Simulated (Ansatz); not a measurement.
## Aluminium, fcc: convergence with the plane-wave cutoff

Computed with Ansatz, r²SCAN, scalar-relativistic PAW, on the relaxed cell (a = 3.993 Å; spin not included). Errors count from a run at 500 eV on a Γ-centred 22×22×22 mesh with Fermi-Dirac smearing of 0.1 eV, extrapolated to zero width. Fixed here: mesh 14×14×14, Fermi-Dirac width 0.1 eV. The pressure holds a Pulay correction and is unreliable far below the recommended cutoff. The SCF starts from atomic densities corrected by a trained network.

| cutoff (eV) | E(σ→0) error (meV/atom) | P (GPa) | SCF iterations |
| --- | --- | --- | --- |
| 150 | 645.1 | 8.93 | 6 |
| 200 | 301.0 | -0.22 | 6 |
| 250 | 132.3 | 1.97 | 6 |
| 300 | 36.7 | 0.27 | 6 |
| 350 | 13.2 | -0.24 | 6 |
| 420 | 6.6 | -0.19 | 6 |
| 500 | 6.2 | -0.20 | 6 |
| 600 | 6.0 | -0.20 | 6 |
| 800 | 5.9 | -0.19 | 6 |

Within 5 meV/atom of the last row: from 420 eV on.
